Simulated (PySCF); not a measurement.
Molecule: `OCC1C=C1`, C₄H₆O.

Bonds (- single, = double, # triple, : aromatic): O1-C2, C2-C3, C3-C4, C4=C5, C5-C3. O1 carries H6; C2 carries H7, H8; C3 carries H9; C4 carries H10; C5 carries H11.

Frames of a GFN2-xTB Langevin trajectory at 200 K; GIAO PBE0/pcSseg-1 shieldings in PySCF 2.14, gas phase, non-relativistic; equivalent atoms averaged within each frame.

Shifts are taken against calculated references (same method and geometry level): 17O (σ = 336.08 ppm) against H2O; 13C (σ = 186.93 ppm), 1H (σ = 31.72 ppm) vs TMS. The references are static minima.

Task: How do the shifts (ppm) fluctuate along the trajectory?

Result: 
```csv
time (fs),O1,C4/C5,C2,C3,H10/H11,H7/H8,H9,H6
optimised geometry,41.6,124.9,78.5,22.1,7.57,3.67,1.84,0.31
250,39.8,124.1,75.6,17.3,7.37,4.00,1.09,-0.14
425,60.1,119.6,73.7,16.4,7.60,3.88,1.98,1.74
625,20.0,127.8,75.1,23.3,7.55,3.48,1.64,-0.59
800,46.2,124.2,78.9,22.3,7.53,3.89,1.42,0.68
1000,32.8,135.0,74.6,27.7,8.07,3.21,2.01,0.06
mean of frames,39.8,126.1,75.6,21.4,7.62,3.69,1.63,0.35
standard deviation,15.0,5.7,2.0,4.6,0.26,0.33,0.39,0.90
```

5 frames give an uncertainty of the mean of about the standard deviation over 2.2 at best, since frames this close in time may not be independent; classical motion lacks zero-point vibration, and the reference would need the same averaging.
